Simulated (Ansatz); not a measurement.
We consider CsCl-type TlBr, described by dielectric-dependent PBE hybrid (PAW; Ansatz, a program for electronic structure).

Input:

Ansatz 0.2 input:
```yaml
crystal:
  lattice:
    - [-3.98, 0.0, 0.0]
    - [0.0, -3.98, 0.0]
    - [0.0, 0.0, -3.98]
  atoms:
    - { symbol: Tl, position: [0.0, 0.0, 0.0] }
    - { symbol: Br, position: [0.5, 0.5, 0.5] }
basis:
  ecutwfc: 460
  ecutrho_ratio: 4
  xc_grid: 2
kpoints:
  mp_grid: { grid: [6, 6, 6] }
hamiltonian:
  xc:
    exchange: pbe
    correlation: pbe
    exx: { coeff: inverse_dielectric }
  dispersion: none
  pseudopotentials: { kind: paw }
scf:
  occupations: { method: fermi_dirac, width: 0.01 }
  convergence: { dr2_threshold: 0.0000000002 }
output:
  forces: true
  stress: true
  eigenvalues: true
```

### Question
How many irreducible k-points, plane waves at Γ does the program set up, and what pressure does the run end with?

### Answer
20 irreducible k-points, 1365 plane waves at Γ; P = 0.97 GPa, so the cell is compressed on average and its volume would grow at this level.

Excerpt of the program's output:

```
WARN output.stress: scf.exx.energy_threshold = 1e-6 eV is looser than the 2e-8 eV advised for a stress under a hybrid functional (1e-8 eV for each atom of the …
Crystal: 2 atoms, lattice volume = 63.045 Å³
Basis set: ecut = 460 eV, 1365 PW (Γ), exchange–correlation on 60×60×60 points (8 copies of the dense FFT grid, shifted against one another)
Bands: 14, of which v1, the nominal top of the filled ones, is band 10 counted from 1 (9 counted from 0)
Symmetry: 48 space group operations
Space group: Pm-3m (ITA 221), of the structure as read, at distance tolerance 4.0e-5 Å
k-points: 20 of 216
SCF iter   1: F=—  HF=-14228.992963 eV  |F-HF|=—  |Δ(HF+E_count)|=         —  Δρ=1.09e-3  dr2=1.42e-3
SCF iter   2: F=-14228.992869 eV  HF=-14228.992912 eV  |F-HF|=4.29e-5  |Δ(HF+E_count)|=   5.13e-5  Δρ=2.94e-4  dr2=8.33e-5
Crystal: 2 atoms, lattice volume = 63.045 Å³
Initial density: handed on by an earlier stage of this run
Functional: x = 0.8342590936030089 pbe(κ = 0.804, μ = 0.2195149727645171) + 0.16574090639699116 exact, c = pbe(β = 0.06672455060314922)
  ...
Crystal: 2 atoms, lattice volume = 63.045 Å³
SCF iter   4: F=—  HF=-14230.523500 eV  |F-HF|=—  |Δ(HF+E_count)|=   1.27e-9  Δρ=9.64e-7  dr2=3.13e-10
SCF iter   5: F=-14230.523500 eV  HF=-14230.523500 eV  |F-HF|=7.28e-12  |Δ(HF+E_count)|=  3.46e-11  Δρ=2.13e-7  dr2=2.55e-11
SCF 3 converged in 5 iterations: F = -14230.523500 eV  dr2 = 2.55e-11
Free energy (F): -14230.523500 eV
Internal energy: -14230.523500 eV  (E = F + TS)
E sigma→0 (E₀):  -14230.523500 eV
Fermi energy:    5.966172 eV
--- Stress (GPa, compression-positive) ---
        0.970100      -0.000000       0.000000
        0.000000       0.970100      -0.000000
        0.000000      -0.000000       0.970100
  P = ⅓ Tr σ = 0.9701 GPa (9.701 kbar)
```

The PAW data were made under PBE.

Note: cell and atoms aren't relaxed at this level (pressure 1.0 GPa).

Computing time: around 100 core-seconds (rough).
